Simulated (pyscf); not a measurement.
Four-centre exchange: SiH₄ (SMILES [SiH4]) + H₂C=CH₂ (SMILES C=C) → SiH₄ (SMILES [SiH4]) + H₂C=CH₂ (SMILES C=C)

Gas phase, singlet surface, charge 0. Bonds broken: Si1–H2, C6–H8. Bonds formed: Si1–H8, H2–C6. PySCF, gas phase, ωB97X-D3(BJ)/def2-SVP geometries. Correlated levels are frozen-core, on RHF or UHF. ΔMP2 is the change of the MP2 total energy from the triple- to the quadruple-zeta basis.

Transition state (Å):

```xyz
11

Si    -1.8536    -1.1664    -0.3986
H     -1.6494     0.3762     0.6032
H     -0.7001    -1.4761     0.4782
H     -2.6622    -0.1684    -1.1344
H     -2.5144    -2.4917    -0.6691
C     -0.7897     1.0617     0.0213
C      0.3142     1.3901     0.7640
H     -0.6285     0.1567    -0.8164
H     -1.3291     1.8710    -0.4918
H      0.8875     0.6227     1.2949
H      0.6535     2.4255     0.8475
```

One imaginary mode, 1161i cm⁻¹; descent along it reached the two sides named.

```
bond    change  reactant side (Å)  saddle  product side
------  ------  -----------------  ------  ------------
Si1–H2  breaks              1.490   1.851           3.9
C6–H8   breaks              1.095   1.244           3.5
Si1–H8   forms                3.8   1.851         1.490
H2–C6    forms                3.6   1.244         1.095
```

Electronic energies relative to the separated reactants (eV):

```tsv
level	barrier	reaction energy	reverse barrier
ωB97X-D3(BJ)/def2-TZVP	3.99	0.00	3.99
PBE/def2-TZVP	3.03	0.00	3.03
r²SCAN/def2-TZVP	3.26	0.00	3.26
B3LYP-D3(BJ)/def2-TZVP	3.60	0.00	3.60
PBE0-D3(BJ)/def2-TZVP	3.38	0.00	3.38
M06-2X/def2-TZVP	3.77	0.00	3.77
ωB97M-D3(BJ)/def2-TZVP	3.88	0.00	3.88
HF/def2-TZVP	5.34	0.00	5.34
MP2/def2-QZVPP	3.64	0.00	3.64
CCSD/def2-TZVPP	4.05	0.00	4.05
CCSD(T)/def2-TZVPP	3.72	0.00	3.72
CCSD(T)/def2-TZVPP + ΔMP2(QZVPP)	3.69	0.00	3.69
```

With CCSD(T)/def2-TZVPP + ΔMP2(QZVPP) energies and thermal terms (ideal gas, 1 atm, RRHO with modes under 100 cm⁻¹ raised to 100, one conformer, R ln 2 for chiral ones without a mode under 150 cm⁻¹), in eV:

```csv
T (K),ΔH‡,ΔG‡,ΔH,ΔG
298,3.65,4.04,0.00,0.00
600,3.66,4.45,0.00,0.00
900,3.69,4.84,0.00,0.00
1200,3.72,5.21,0.00,0.00
```

The same reactants have a lower exit, to H₃C–CH₂–SiH₃ (barrier +2.14 eV at ωB97M-D3(BJ)/def2-TZVP, against +3.88 eV here). One saddle was located; it need not be the lowest between these sides. One closed-shell reference is unstable to symmetry breaking; treat the single-reference values with care. The CCSD(T) − MP2 part came from Ansatz, without density fitting, on the same reference.
